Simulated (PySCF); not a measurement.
5-methylisoxazole, C₄H₅NO, SMILES Cc1ccno1, point group Cs.

Force field and properties: PBE0/pcSseg-1 (PySCF, grid level 2). Vibrational terms come from second-order perturbation theory with semi-diagonal cubic constants, by steps of ±0.6 along the normal coordinates of each isotopologue. The parent has the commonest isotopes.

Equilibrium geometry (Å):

```tsv
atom	x	y	z
C1	-1.7190	-0.0227	0.0279
C2	-0.2437	-0.1337	0.0090
C3	0.7688	0.7665	-0.1002
C4	1.9325	-0.0386	-0.0450
N5	1.6480	-1.3047	0.0853
O6	0.2738	-1.3659	0.1194
H7	-2.1263	-0.4227	0.9630
H8	-2.0194	1.0233	-0.0657
H9	-2.1616	-0.5906	-0.7978
H10	0.6950	1.8399	-0.2042
H11	2.9737	0.2600	-0.0956
```

(1) Give the equilibrium and ground-state rotational constants (MHz) of parent; ¹³C at 4.

(2) How is the parent's vibrational correction B0 − Be made up?

(3) And its quartic centrifugal distortion constants from the harmonic force field?

(4) Which nuclear quadrupole couplings χaa, χbb, χcc (MHz) does the parent show, at equilibrium and averaged?

A mode lies under 250 cm⁻¹, where this perturbation treatment is rough. Internal rotors are held in one well.

Answers

(1) 
```json
{"species": "parent", "Ae": "9351.9", "Be": "3598.9", "Ce": "2641.7", "A0": "9280.7", "B0": "3574.7", "C0": "2622.8", "Δ0 (u Å²)": "-3.143", "harmonic ZPE (cm⁻¹)": "18935"}
{"species": "¹³C at 4", "Ae": "9294.3", "Be": "3546", "Ce": "2608.5", "A0": "9224", "B0": "3522.2", "C0": "2590", "Δ0 (u Å²)": "-3.143", "harmonic ZPE (cm⁻¹)": "18885"}
```

Δ0 = Ic − Ia − Ib from the ground-state constants.

(2) 
```
axis  harmonic  Coriolis  cubic  total (MHz)
   a      10.9     -32.1  -50.1        -71.2
   b      3.14     -3.02  -24.4        -24.2
   c     0.896      -1.3  -18.5        -18.9
```

(3) Asymmetric top, A reduction, Ir representation: ΔJ = 0.273 kHz, ΔJK = 1.51 kHz, ΔK = 1.06 kHz, δJ = 0.0733 kHz, δK = 0.386 kHz.

(4) 14N at 5: 3.8, -3.7, -0.1 and 3.8, -3.7, -0.1.
